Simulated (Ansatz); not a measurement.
This geometry of CH$_{4}$LiSi (7 atoms, charge 0, multiplicity 2) is a first-order saddle point.

Level of theory: UKS PBE-D4/6-31G in Ansatz.

```xyz
7
Properties=species:S:1:pos:R:3
Li -2.851 -1.095 0.655
Si -0.623 -0.781 -0.147
C 0.647 0.700 0.087
H 0.148 -1.809 -1.006
H 1.599 0.489 -0.426
H 0.226 1.634 -0.323
H 0.854 0.863 1.160
```

**Question.** Which two structures does it join? (They come from a converged band through this point; their orientation in space is the band's.)

**Answer.** No bond is made or broken. The height of Si2 over the plane of its neighbours goes from 0.02 to 0.03 Å. The two ends are copies of one structure, up to a mirror image or an exchange of like atoms.

Initial state:

```xyz
7
Properties=species:S:1:pos:R:3
Li -2.994 -0.915 0.141
Si -0.621 -0.790 -0.084
C 0.641 0.702 0.078
H 0.296 -1.976 -0.462
H 1.163 0.870 -0.881
H 0.114 1.628 0.359
H 1.401 0.481 0.848
```

Final state:

```xyz
7
Properties=species:S:1:pos:R:3
Li -2.714 -1.298 0.875
Si -0.654 -0.742 -0.197
C 0.669 0.663 0.147
H -0.098 -1.439 -1.459
H 1.668 0.219 0.307
H 0.733 1.351 -0.715
H 0.396 1.246 1.042
```

**Question.** How far does it lie above each of them?

**Answer.** 0.029 eV above the first and 0.029 eV above the second. This is the barrier of this one path; another mechanism may lie lower. Limits of this set-up: no polarisation functions.

Time of the run: 110 s on 1 thread of Arm Neoverse V1 (shared host), peak memory 0.2 GiB.
